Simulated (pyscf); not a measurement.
PH₃ (SMILES P) + SiH₃• (SMILES [SiH3]) → H₃Si–PH₂ (SMILES [SiH3]P) + H• (SMILES [H]), a substitution at P (doublet surface; H–P broken, P–Si formed). Single points on ωB97X-D3(BJ)/def2-SVP structures (PySCF, gas phase). MP2 and CC: frozen core, UHF for open shells. ΔMP2 is the change of the MP2 total energy from the triple- to the quadruple-zeta basis. Energies in kJ/mol from the separated reactants.

Small-basis levels: PySCF, no dispersion term, spherical d functions. AM1 to PM7: differences of heats of formation from MOPAC. Open shells are spin-unrestricted. 

```csv
level,barrier,reaction energy
HF/STO-3G,258.7,+49.7
SVWN5/6-31G*,60.0,+48.6
B3LYP/STO-3G,…,+64.9
B3LYP/6-31G*,124.4,+72.8
PBE/def2-SVP,91.8,+52.9
B3LYP/def2-SVP,120.5,+73.0
AM1,126.4,+131.7
PM3,…,+65.0
PM6,-362.2,-408.8
CCSD(T)/def2-TZVPP + ΔMP2(QZVPP),…,+56.9
```

Task: Fill in the missing entries.

Result: 
- B3LYP/STO-3G, barrier: 169.2
- PM3, barrier: -6.1
- CCSD(T)/def2-TZVPP + ΔMP2(QZVPP), barrier: 106.5

Against the last row the barrier runs from -468.6 (PM6) to +152.2 kJ/mol (HF/STO-3G); B3LYP/def2-SVP happens to lie closest here (14.1 kJ/mol apart). At AM1, PM3, PM6 this geometry lies under one side, so the entry may be no barrier of that level: it is a single point on another level's saddle. CCSD(T)/def2-TZVPP + ΔMP2(QZVPP) has limits of its own. One saddle was located; it need not be the lowest between these sides. The angle at the attacked P is 67° (front-side attack). The CCSD(T) − MP2 part came from Ansatz, without density fitting, on the same reference.
